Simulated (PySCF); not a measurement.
Geometry:
```
atom   x (Å)   y (Å)   z (Å)
  B1  -1.195  -0.102  -0.021
  P2   0.724   0.005   0.039
  H3  -1.557   0.786   0.735
  H4  -1.456   0.098  -1.197
  H5  -1.437  -1.233   0.368
  H6   1.366  -0.177   1.288
  H7   1.467  -0.912  -0.745
  H8   1.336   1.216  -0.369
```

Rapidly exchanging positions averaged, one conformer, relativity neglected, no solvent. PBE0-D3(BJ)/def2-SVP geometry; shieldings: GIAO PBE0/pcSseg-1; PySCF 2.14.

References, each an isolated molecule treated in the same way: $^{1}$H (31.27 ppm) vs TMS; BF3·OEt2 for $^{11}$B (100.73 ppm); $^{31}$P (310.13 ppm) against H3PO4.

```
   atoms   nucleus  count  Hirshfeld charge  δ (ppm)
      B1  $^{11}$B      1             -0.15        ?
H3/H4/H5   $^{1}$H      3             -0.08        ?
      P2  $^{31}$P      1              0.32   -148.4
H6/H7/H8   $^{1}$H      3              0.02     4.14
```

Question: Complete the table.

Answer: 
- H3/H4/H5: 1.10 ppm, hydrogen on a boron bonded to P
- B1: -51.6 ppm, boron bonded to P, 3 H

Hydrogens on boron are broadened and split by $^{11}$B (spin 3/2, 80 %) and 10B (spin 3). Experimental scales use liquid or dissolved standards, which lie at an offset from isolated H3PO4.
